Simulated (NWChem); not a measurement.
Molecule: water (H$_{2}$O); SMILES O

```xyz
3

O      0.0000     0.0000     0.1432
H      0.7577     0.0000    -0.4699
H     -0.7577     0.0000    -0.4699
```
Atoms are numbered in this order, from 1.

Coordinates come from a PBE-D3(BJ)/def2-SVP optimisation.

**Question.** Split the isotropic spin-spin couplings (Hz) from PBE0/pcJ-1 (NWChem) into Fermi-contact, spin-dipolar, paramagnetic and diamagnetic spin-orbit terms, for the pairs 1–3, 2–3.

**Answer.** 
```
pair              FC    SD     PSO    DSO   total
------------  ------  ----  ------  -----  ------
17O(1)–1H(3)  -45.77  0.01  -12.87  -0.05  -58.68
1H(2)–1H(3)   -12.73  0.98    7.66  -6.30  -10.39
```
